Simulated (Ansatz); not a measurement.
Take NaF in the rock salt structure (space group Fm-3m, No. 225; a = 4.629 Å) as the base.

Computed with Ansatz (a first-principles code) PBEsol, no spin-orbit coupling.

| level | band gap | lattice parameter a |
|---|---|---|
| PBEsol | 6.20 eV | 4.629 Å |

Measured: band gap 11.7 eV (temperature not stated; as listed in David Koller, Peter Blaha, Fabien Tran, Journal of Physics Condensed Matter (2013)); lattice parameter a 4.582 Å (static lattice; corrected from measurement; as listed in Daniel Mejia-Rodriguez, S. B. Trickey, Phys. Rev. B (2018)).

Computed minus measured — band gap: PBEsol -5.50 eV; lattice parameter a: PBEsol +1.0 %. Measured values not marked as corrected hold thermal and zero-point effects that the static-lattice runs lack. A measured gap can be an optical one, lowered by exciton binding.

Whether these cells are dynamically stable was not tested.
